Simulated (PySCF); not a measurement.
Molecular orbitals of AlF

PBE0 at R = 1.687 Å; PySCF, no relativity, basis sets Al 3-21G, F 3-21G. State: ¹Σ⁺ (singlet), closed shell. Only the outer orbitals are listed, counted within each symmetry.

| orbital | occ. | ε (eV) | on Al (%) | main shells (%) |
| --- | --- | --- | --- | --- |
| 5σ | 2 | -31.12 | 4 | 95 F s |
| 6σ | 2 | -11.96 | 20 | 76 F p, 17 Al s |
| 2π | 2 | -10.30 | 8 | 92 F p |
| 2π | 2 | -10.30 | 8 | 92 F p |
| 7σ | 2 | -6.96 | 90 | 77 Al s, 13 Al p, 11 F p |
| 3π | 0 | -1.17 | 93 | 93 Al p |
| 3π | 0 | -1.17 | 93 | 93 Al p |
| 8σ | 0 | 1.37 | 99 | 91 Al p |

Which are the highest filled and the lowest empty level, where do they sit, and how wide is the gap?

Highest filled 7σ at -6.96 eV (in %: 77 Al s, 13 Al p, 11 F p); lowest empty 3π at -1.17 eV (in %: 93 Al p); the gap at PBE0 is 5.79 eV.

The bond order (Mayer) is 1.03. The ⟨S²⟩ is 0.000, the charge on Al (Mulliken, basis-dependent) is 0.42 and the charge on Al (Löwdin, basis-dependent) is 0.29. The dipole moment (positive dipole means Al(−)F(+)) is -0.69 D and the polarisability along the bond is 31.9 bohr³. The polarisability across the bond is 37.5 bohr³.

3-21G is very small, so such numbers show the basis as much as the molecule.
